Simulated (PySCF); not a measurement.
# What binds CH: the parts of the energy along the bond

State: ²Π, doublet, unpaired electrons π ↑. ROHF-based CCSD(T) in PySCF 2.14 with H aug-cc-pVTZ, C aug-cc-pVTZ and H aug-cc-pVQZ, C aug-cc-pVQZ (frozen core orbitals: 1; no relativity). Correlation energies are extrapolated as n⁻³ (n = 3, 4), Hartree–Fock as (n+1)·exp(−9√n). CV is the change on freezing 0 orbitals instead, in H cc-pVTZ, C cc-pwCVTZ. SR is the spin-free X2C energy in H cc-pVTZ-DK, C cc-pVTZ-DK less the non-relativistic one in H cc-pVTZ, C cc-pVTZ. All energies in eV from H + C.

```csv
R (Å),HF/CBS,CCSD corr.,(T),CV,SR,total
0.9954,-2.255,-1.079,-0.0326,-0.0129,0.0016,-3.378
1.0406,-2.414,-1.094,-0.0345,-0.0102,0.0017,-3.551
1.0859,-2.480,-1.111,-0.0366,-0.0078,0.0017,-3.634
1.1311,-2.473,-1.130,-0.0389,-0.0057,0.0017,-3.647
1.1764,-2.411,-1.151,-0.0414,-0.0038,0.0016,-3.606
1.2329,-2.275,-1.180,-0.0449,-0.0017,0.0015,-3.500
1.2895,-2.091,-1.211,-0.0487,0.0000,0.0014,-3.350
```

A fit to the total gives Re = 1.1179 Å, De = 3.649 eV, ωe = 2866.1 cm⁻¹, Be = 14.51 cm⁻¹ (masses 1.0078 and 12.0000 u).

Problem. At R = 1.1311 Å the CCSD correlation energy is -0.131768 hartree in the smaller basis and -0.136489 in the larger. Extrapolate it.

Solution. (4³·E4 − 3³·E3)/(4³ − 3³) = -0.13993 hartree; the larger basis holds 97.5 % of it.

The T1 diagnostic is 0.018. The state was picked by a PBE0 search and need not be the measured ground state. Spin–orbit coupling, excitations beyond (T) and corrections to the Born–Oppenheimer picture are left out.
